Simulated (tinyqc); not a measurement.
Worked calculation: UHF in the sto-3g basis, for LiH, spin multiplicity 3. This run ends on a higher stationary point, not on the lowest solution. One step of it, computed by the program tinyqc.

Question. Iteration 2: building the Fock matrix. J_ij = sum D_kl (ij|kl) with D = D(alpha) + D(beta), K_ij = sum D_kl (ik|jl) for each spin; F = H + J - K(s); E = tr D H + tr D J / 2 - 0.5 sum_s tr D(s) K(s) + E_nn.

D(alpha) after iteration 1:
```
            1Li 1s     1Li 2s    1Li 2px    1Li 2py    1Li 2pz      2H 1s
1Li 1s    1.056948  -0.234863   0.000000   0.000000   0.066871  -0.001796
1Li 2s   -0.234863   0.967116   0.000000   0.000000  -0.285653   0.009275
1Li 2px   0.000000   0.000000   0.984654  -0.122924   0.000000   0.000000
1Li 2py   0.000000   0.000000  -0.122924   0.015346   0.000000   0.000000
1Li 2pz   0.066871  -0.285653   0.000000   0.000000   0.084379  -0.002741
2H 1s    -0.001796   0.009275   0.000000   0.000000  -0.002741   0.000089
```

D(beta) after iteration 1:
```
            1Li 1s     1Li 2s   1Li 2px   1Li 2py    1Li 2pz      2H 1s
1Li 1s    1.009735  -0.021311  0.000000  0.000000   0.003778   0.000474
1Li 2s   -0.021311   0.000450  0.000000  0.000000  -0.000080  -0.000010
1Li 2px   0.000000   0.000000  0.000000  0.000000   0.000000   0.000000
1Li 2py   0.000000   0.000000  0.000000  0.000000   0.000000   0.000000
1Li 2pz   0.003778  -0.000080  0.000000  0.000000   0.000014   0.000002
2H 1s     0.000474  -0.000010  0.000000  0.000000   0.000002   0.000000
```

core Hamiltonian H = T + V (hartree):
```
            1Li 1s     1Li 2s    1Li 2px    1Li 2py    1Li 2pz      2H 1s
1Li 1s   -4.769791  -1.072262   0.000000   0.000000  -0.019442  -0.414327
1Li 2s   -1.072262  -1.412029   0.000000   0.000000  -0.129705  -0.787167
1Li 2px   0.000000   0.000000  -1.149767   0.000000   0.000000   0.000000
1Li 2py   0.000000   0.000000   0.000000  -1.149767   0.000000   0.000000
1Li 2pz  -0.019442  -0.129705   0.000000   0.000000  -1.253901  -0.908794
2H 1s    -0.414327  -0.787167   0.000000   0.000000  -0.908794  -1.552316
```

Two-electron integrals (ij|kl) in chemists' order, unique and non-zero (hartree):
```
(11|11) 1.680395   (21|11) 0.265420   (21|21) 0.049941   (22|11) 0.397727
(22|21) 0.092860   (22|22) 0.290562   (31|31) 0.008981   (32|31) 0.013788
(32|32) 0.064184   (33|11) 0.396640   (33|21) 0.092880   (33|22) 0.290497
(33|33) 0.312946   (41|41) 0.008981   (42|41) 0.013788   (42|42) 0.064184
(43|43) 0.016869   (44|11) 0.396640   (44|21) 0.092880   (44|22) 0.290497
(44|33) 0.279207   (44|44) 0.312946   (51|51) 0.008981   (52|51) 0.013788
(52|52) 0.064184   (53|53) 0.016869   (54|54) 0.016869   (55|11) 0.396640
(55|21) 0.092880   (55|22) 0.290497   (55|33) 0.279207   (55|44) 0.279207
(55|55) 0.312946   (61|11) 0.097519   (61|21) 0.018415   (61|22) 0.034691
(61|33) 0.034282   (61|44) 0.034282   (61|51) 0.002177   (61|52) 0.004136
(61|55) 0.035527   (61|61) 0.007421   (62|11) 0.174736   (62|21) 0.041021
(62|22) 0.129755   (62|33) 0.123800   (62|44) 0.123800   (62|51) 0.006731
(62|52) 0.036343   (62|55) 0.141530   (62|61) 0.017882   (62|62) 0.088647
(63|31) 0.003801   (63|32) 0.016247   (63|53) 0.006026   (63|63) 0.007461
(64|41) 0.003801   (64|42) 0.016247   (64|54) 0.006026   (64|64) 0.007461
(65|11) 0.201780   (65|21) 0.047982   (65|22) 0.157962   (65|33) 0.147684
(65|44) 0.147684   (65|51) 0.010550   (65|52) 0.055565   (65|55) 0.178316
(65|61) 0.022030   (65|62) 0.119548   (65|65) 0.164726   (66|11) 0.361197
(66|21) 0.086422   (66|22) 0.294695   (66|33) 0.269924   (66|44) 0.269924
(66|51) 0.017797   (66|52) 0.109626   (66|55) 0.343694   (66|61) 0.039989
(66|62) 0.244927   (66|65) 0.345154   (66|66) 0.774606
```

nuclear repulsion = 1.09108703 hartree

Give: Coulomb J; exchange K(alpha); exchange K(beta); F(alpha); F(beta); total energy of this density.

Answer.

Coulomb J (hartree):
```
         1Li 1s  1Li 2s  1Li 2px  1Li 2py  1Li 2pz  2H 1s
1Li 1s    4.154   0.714    0.000    0.000   -0.007  0.261
1Li 2s    0.714   1.372    0.000    0.000   -0.034  0.583
1Li 2px   0.000   0.000    1.391   -0.004    0.000  0.000
1Li 2py   0.000   0.000   -0.004    1.358    0.000  0.000
1Li 2pz  -0.007  -0.034    0.000    0.000    1.360  0.679
2H 1s     0.261   0.583    0.000    0.000    0.679  1.229
```

exchange K(alpha) (hartree):
```
         1Li 1s  1Li 2s  1Li 2px  1Li 2py  1Li 2pz  2H 1s
1Li 1s    1.709   0.280    0.000    0.000   -0.003  0.100
1Li 2s    0.280   0.362    0.000    0.000   -0.093  0.099
1Li 2px   0.000   0.000    0.375   -0.036    0.000  0.000
1Li 2py   0.000   0.000   -0.036    0.088    0.000  0.000
1Li 2pz  -0.003  -0.093    0.000    0.000    0.108  0.003
2H 1s     0.100   0.099    0.000    0.000    0.003  0.044
```

exchange K(beta) (hartree):
```
         1Li 1s  1Li 2s  1Li 2px  1Li 2py  1Li 2pz  2H 1s
1Li 1s    1.686   0.259    0.000    0.000    0.002  0.095
1Li 2s    0.259   0.047    0.000    0.000    0.000  0.017
1Li 2px   0.000   0.000    0.009    0.000    0.000  0.000
1Li 2py   0.000   0.000    0.000    0.009    0.000  0.000
1Li 2pz   0.002   0.000    0.000    0.000    0.009  0.002
2H 1s     0.095   0.017    0.000    0.000    0.002  0.007
```

F(alpha) (hartree):
```
         1Li 1s  1Li 2s  1Li 2px  1Li 2py  1Li 2pz   2H 1s
1Li 1s   -2.326  -0.639    0.000    0.000   -0.023  -0.254
1Li 2s   -0.639  -0.402    0.000    0.000   -0.071  -0.303
1Li 2px   0.000   0.000   -0.134    0.032    0.000   0.000
1Li 2py   0.000   0.000    0.032    0.120    0.000   0.000
1Li 2pz  -0.023  -0.071    0.000    0.000   -0.002  -0.233
2H 1s    -0.254  -0.303    0.000    0.000   -0.233  -0.367
```

F(beta) (hartree):
```
         1Li 1s  1Li 2s  1Li 2px  1Li 2py  1Li 2pz   2H 1s
1Li 1s   -2.302  -0.617    0.000    0.000   -0.028  -0.249
1Li 2s   -0.617  -0.087    0.000    0.000   -0.164  -0.222
1Li 2px   0.000   0.000    0.232   -0.004    0.000   0.000
1Li 2py   0.000   0.000   -0.004    0.200    0.000   0.000
1Li 2pz  -0.028  -0.164    0.000    0.000    0.098  -0.232
2H 1s    -0.249  -0.222    0.000    0.000   -0.232  -0.331
```

total energy of this density = -7.31717 hartree
